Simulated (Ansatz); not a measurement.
Lattice constant a (Å) of a set of cubic elemental solids other than molecular ones (23 solids), computed with PBE in Ansatz (PAW) and with PBE-D4 (Ansatz, a first-principles code, PAW). The set holds measured phases with no doubt noted on the run or the magnetic state but for the caveats below. 27 more of the class have both values but aren't in it, for one of these reasons: built or high-temperature cells, doubts on the run or the magnetic state, unlike cells, values of zero, layered or molecular crystals, cells that aren't cubic. Solids without a value at one level (not run, failed, or a magnetic order lost), or held back for tests, aren't counted.

All rows, in order of the shift (worked out from unrounded values):

| solid | PBE | PBE-D4 | shift (%) |
|---|---|---|---|
| fcc Pb | 5.040 | 4.959 | -1.62 |
| fcc Ag | 4.147 | 4.082 | -1.58 |
| fcc Cu | 3.629 | 3.573 | -1.56 |
| bcc Cs | 6.162 | 6.068 | -1.52 |
| grey tin (α-Sn) | 6.655 | 6.563 | -1.39 |
| fcc Al | 4.040 | 3.985 | -1.36 |
| fcc Au | 4.158 | 4.107 | -1.22 |
| diamond-structure Ge | 5.761 | 5.694 | -1.16 |
| fcc Rh | 3.830 | 3.789 | -1.08 |
| fcc Ni | 3.519 | 3.483 | -1.02 |
| diamond-structure Si | 5.470 | 5.419 | -0.93 |
| fcc Pt | 3.970 | 3.934 | -0.92 |
| fcc Pd | 3.943 | 3.907 | -0.91 |
| fcc Ir | 3.871 | 3.838 | -0.85 |
| bcc Fe | 2.831 | 2.809 | -0.78 |
| bcc Mo | 3.161 | 3.137 | -0.74 |
| bcc W | 3.184 | 3.161 | -0.72 |
| bcc V | 2.997 | 2.976 | -0.69 |
| bcc Nb | 3.310 | 3.291 | -0.57 |
| bcc Ta | 3.319 | 3.304 | -0.47 |
| diamond | 3.572 | 3.557 | -0.40 |
| bcc Li | 3.435 | 3.422 | -0.36 |
| bcc Na | 4.197 | 4.187 | -0.24 |

The shift from PBE to PBE-D4 has a median of -0.92 %, and eight in ten lie between -1.55 % and -0.41 %; PBE-D4 is the larger in 0 and the smaller in 23 of 23.

Ansatz's runs of these crystals have no spin polarisation, but for bcc Fe, fcc Ni.

Density-functional runs with spin start from parallel moments for bcc Fe, parallel moments for fcc Ni.

Spin–orbit coupling is left out, also for the solids with elements from indium on (bcc Ta, fcc Pt, grey tin (α-Sn), bcc W, fcc Ir, bcc Cs, fcc Pb, fcc Au); its size isn't shown.

Caveats: the gap of the solid is closed in this run (diamond-structure Ge). Ansatz's density-functional and Hartree–Fock values are scalar-relativistic unless marked +SOC, with PAW data made under PBE.
